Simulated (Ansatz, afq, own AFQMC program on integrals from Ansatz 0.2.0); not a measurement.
Atomization energy of SiGe3H10, singlet

```json
{"atom": "Ge", "x (Å)": "-0.2583", "y (Å)": "2.4642", "z (Å)": "0.3210"}
{"atom": "Si", "x (Å)": "0.5626", "y (Å)": "0.5216", "z (Å)": "1.4373"}
{"atom": "Ge", "x (Å)": "-0.4204", "y (Å)": "-1.4645", "z (Å)": "0.5482"}
{"atom": "Ge", "x (Å)": "0.1623", "y (Å)": "-1.7594", "z (Å)": "-1.7901"}
{"atom": "H", "x (Å)": "-1.7873", "y (Å)": "2.5665", "z (Å)": "0.4832"}
{"atom": "H", "x (Å)": "0.3822", "y (Å)": "3.7412", "z (Å)": "0.8977"}
{"atom": "H", "x (Å)": "0.0649", "y (Å)": "2.3920", "z (Å)": "-1.1841"}
{"atom": "H", "x (Å)": "0.2656", "y (Å)": "0.6287", "z (Å)": "2.9013"}
{"atom": "H", "x (Å)": "2.0485", "y (Å)": "0.4463", "z (Å)": "1.2680"}
{"atom": "H", "x (Å)": "-1.9557", "y (Å)": "-1.3829", "z (Å)": "0.6815"}
{"atom": "H", "x (Å)": "0.0562", "y (Å)": "-2.6936", "z (Å)": "1.3506"}
{"atom": "H", "x (Å)": "-0.3762", "y (Å)": "-0.5808", "z (Å)": "-2.6232"}
{"atom": "H", "x (Å)": "-0.4378", "y (Å)": "-3.0668", "z (Å)": "-2.3404"}
{"atom": "H", "x (Å)": "1.6934", "y (Å)": "-1.8125", "z (Å)": "-1.9509"}
```

Atoms in their ground-state spins without spin–orbit coupling (mostly on UHF) minus the molecule (RHF), without zero-point energy. The geometry is a stationary point, not shown to be a minimum.

Basis def2-SVP. Only valence electrons are correlated. Integrals, coupled cluster, full CI and functionals: Ansatz 0.2.0; the random walks run on the same integrals in our own AFQMC program. The CISD trial takes its coefficients from CCSD amplitudes. Released means that phaseless walkers are propagated on without the constraint, phases kept. Uncertainties: one standard error, sampling alone. No spin–orbit coupling. The errors of all members are added in quadrature.

No full CI on the walks' own integrals is used here. The released AFQMC energy serves as the reference, which it does only where one determinant dominates, the energy is flat over the last release times and near the phaseless one (40 meV or 2 meV an electron, half that with transition metals). On small molecules, where full CI could be run and the noise was under 10 meV, such values lay within 10 meV of it in 19 cases of 20, a flattering rate, since the rule was set on those same cases; what remains of the bias isn't in the error bar. Each member takes its own surest rung, up to full CI.

Errors are counted within def2-SVP, not against nature.

Cautions: inner d shell frozen; no relativity below Rb; no spin-orbit coupling; SiGe₃H₁₀ (singlet): the released value is read at 0.90 1/Eh with a noise of 13 meV, more than in the cases checked (meV from the phaseless value at times in 1/Eh: -12 ± 9 at 0.21, -6 ± 10 at 0.42, -15 ± 10 at 0.63, -19 ± 13 at 0.90); other spins of the molecule weren't checked.

Reference (AFQMC with the constraint released): 35.896 ± 0.013 eV.

| level | atomization energy (eV) | error against released AFQMC (eV) |
| --- | --- | --- |
| HF | 28.642 | -7.254 ± 0.013 |
| MP2 | 35.051 | -0.845 ± 0.013 |
| CCSD | 35.587 | -0.309 ± 0.013 |
| CCSD(T) | 35.860 | -0.037 ± 0.013 |
| ph-AFQMC/HF | 36.190 ± 0.044 | 0.294 ± 0.046 |
| ph-AFQMC/CISD | 35.886 ± 0.007 | -0.010 ± 0.015 |

Correlation beyond CCSD(T) adds 0.037 ± 0.013 eV. The perturbative (T) step is worth +0.272 eV.

Released energies are given only where the last usable release times agree within the noise; a slower fall can still hide under it.
